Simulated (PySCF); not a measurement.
# Multinuclear NMR of NH3O

Molfile (atoms numbered from 1):
```
H3NO
     RDKit          3D

  5  4  0  0  0  0  0  0  0  0999 V2000
   -0.0139   -0.0037   -0.0065 N   0  0  0  0  0  0  0  0  0  0  0  0
    1.3096   -0.1849   -0.0843 O   0  0  0  0  0  0  0  0  0  0  0  0
   -0.4958   -0.0994   -0.9165 H   0  0  0  0  0  0  0  0  0  0  0  0
   -0.4847   -0.6762    0.6225 H   0  0  0  0  0  0  0  0  0  0  0  0
   -0.2808    0.9312    0.3458 H   0  0  0  0  0  0  0  0  0  0  0  0
  1  2  1  0
  1  3  1  0
  1  4  1  0
  1  5  1  0
M  CHG  2   1   1   2  -1
M  END
```

[PySCF 2.14: PBE0/pcSseg-2 with gauge-including orbitals; PBE0-D3(BJ)/def2-TZVP structure; single conformer; averaged over atoms made equivalent by symmetry, fast rotation or ring inversion; isolated molecule; non-relativistic Hamiltonian]

Q: Where does ¹⁵N resonate?

A: 
```
atoms        environment  σ (ppm)  δ (ppm)
   N1  ammonium nitrogen    141.2   -280.1
```

Shieldings were converted by a linear fit to measured shifts: ¹⁵N (scatter 6.7 ppm rms vs CH3NO2, solution or neat liquid). A few per cent of atoms miss by over 2 rms, more outside the fitted compound classes.

On a 600 MHz spectrometer ¹⁵N resonates near 60.8 MHz, so 1 ppm is 60.8 Hz.

Q: Predict the ¹⁷O NMR data.

A: 
| atoms | environment | σ (ppm) | δ (ppm) |
| --- | --- | --- | --- |
| O2 | oxygen bonded to N | 201.2 | 82.0 |

Shieldings were converted by a linear fit to measured shifts: ¹⁷O: δ = 266.84 − 0.919σ (rms 11.0 ppm, 97 shifts, 12.4 ppm with the 2 outliers that the fit left out vs liquid water, solution or neat liquid). Occasional misses reach two or three times the rms, and more in compound classes unlike the fitted ones.

On a 400 MHz spectrometer ¹⁷O resonates near 54.2 MHz, so 1 ppm is 54.2 Hz.
